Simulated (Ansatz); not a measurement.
Basis-set series for chlorine. Total charge 0; spin multiplicity 1. The structure was optimised at the PBE0-D4/def2-TZVP level.

| functional | basis | functions | energy (Eh) | HOMO (eV) | LUMO (eV) |
| --- | --- | --- | --- | --- | --- |
| PBE0-D4 | def2-SVP | 36 | -919.76236 | -8.50 | -2.81 |
| PBE0-D4 | def2-QZVPP | 140 | -920.11844 | -8.70 | -3.07 |
| ωB97M-V | def2-SVP | 36 | -920.02270 | -10.72 | -0.34 |
| ωB97M-V | def2-QZVPP | 140 | -920.37346 | -10.97 | -0.82 |

Q: Give the rows for def2-TZVPP. (Estimate.)

A: The calculation gave: 
```csv
functional,basis,functions,energy (Eh),HOMO (eV),LUMO (eV)
PBE0-D4,def2-TZVPP,84,-920.09046,-8.65,-3.00
ωB97M-V,def2-TZVPP,84,-920.34663,-10.90,-0.66
```

All numbers were calculated with Ansatz.
